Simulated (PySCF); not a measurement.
Computed with B3LYP-D3(BJ)/def2-TZVP // PBE0-D4/def2-SVP in PySCF. Gas-phase values, no solvent. B3LYP has the VWN-RPA correlation part, as in Gaussian. Delta-SCF ions had no search for a lower state. 

Reference species (SMILES): `O` (neutral, multiplicity 1).

```yaml
dipole_moment: 2.10 D
vertical ionisation energy (Delta-SCF): 12.71 eV
```

Changed species: `CC#N` (free base CH3CN; the reference has free base H2O).

Question: Give the shifts of the dipole moment and vertical ionisation energy (Delta-SCF).

Answer: the dipole moment rises by 1.91 D, to 4.01 D; the vertical ionisation energy (Delta-SCF) falls by 0.52 eV, to 12.19 eV.
